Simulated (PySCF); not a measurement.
Compound: CCl4.
Bonds: Cl1–C2, C2–Cl3, C2–Cl4, C2–Cl5.

Computed, not measured: PySCF 2.14.0, density-fitted response routines, TDDFT wB97X-D/def2-SVPD, vertical, gas phase, core orbitals frozen in the response. Isolated species at its PBE0-D3(BJ)/def2-SVP geometry, gas phase.

Problem. What does the calculation give for the low-lying excited states?

Solution. 

```
state  E (eV)  E (kJ/mol)  λ (nm)       f  |μ| (D)  symmetry                     main configurations (H = HOMO, L = LUMO)
   S1    6.30         608   196.8  0.0000     0.00         –                                           H-2/H-1/H→L (≥86%)
   S2    6.30         608   196.8  0.0000     0.00         –                                           H-2/H-1/H→L (≥90%)
   S3    6.30         608   196.8  0.0000     0.00         –                                           H-2/H-1/H→L (≥90%)
   S4    7.14         689   173.7   0.022     0.91        T2                        H-4→L (24%), H-3→L (16%), H-5→L (11%)
   S5    7.14         689   173.7   0.022     0.91        T2           H-5→L (30%), H-4→L (20%), H-2/H-1/H→L+1/L+2 (≥16%)
   S6    7.14         689   173.6   0.022     0.91        T2           H-3→L (34%), H-2/H-1/H→L+1/L+2 (≥12%), H-5→L (10%)
   S7    7.21         696   172.0  0.0000     0.01         –  H-2/H-1/H→L+1/L+2 (≥35%), H-2/H-1/H→L+3 (≥29%), H-7→L (14%)
   S8    7.21         696   172.0  0.0000     0.00         –  H-2/H-1/H→L+1/L+2 (≥36%), H-6→L (14%), H-2/H-1/H→L+3 (≥11%)
```

Triplets (Tamm–Dancoff): T1 5.73 eV, H-2/H-1/H→L (≥78%); T2 5.73 eV, H-2/H-1/H→L (≥72%); T3 5.73 eV, H-2/H-1/H→L (≥79%).

The lowest singlet level (S1/S2/S3) comes at 197 nm (608 kJ/mol) in the vacuum ultraviolet; it is dark (f under 0.0005). The strongest level in the table is S4/S5/S6 at 7.14 eV (174 nm, f = 0.067 summed). S1/S2/S3, S4/S5/S6 and S7/S8 lie within about 0.01 eV of each other in each set; the point group Td has degenerate representations, and within a degenerate level the listed configurations can mix freely. Löwdin shares by element: HOMO (one of a set within 0.03 eV) chlorine 100%; LUMO chlorine 60% or more, carbon 21% (atoms not listed hold the other 20%). The listed states span 0.91 eV, and the widest gap between neighbours is 0.84 eV (S3 to S4). The oscillator strengths of these states sum to 0.067; summed over the whole spectrum of an exact calculation they would give the number of electrons, 74 (Thomas–Reiche–Kuhn). Orbital energies (eV): HOMO-3 -12.07, HOMO-2 -11.11, HOMO-1 -11.11, HOMO -11.11, LUMO 0.15, LUMO+1 1.31, LUMO+2 1.31. All these states lie below the vertical ionisation energy of 11.57 eV (ΔSCF). Symmetry labels in Td follow from the direction of the transition dipole and are given only for states with f of 0.002 or more. Orbitals of the list HOMO-3 to LUMO+2 that lie within 0.01 eV of each other are written together with a slash and their weights summed (≥ marks a lower bound); for degenerate orbitals outside that list single weights are arbitrary. Only the lowest 10 singlets were computed, as vertical energies without vibronic structure. The highest level found (7.71 eV, f 0.0000 so far) is left out, since the window may have cut off a degenerate partner.
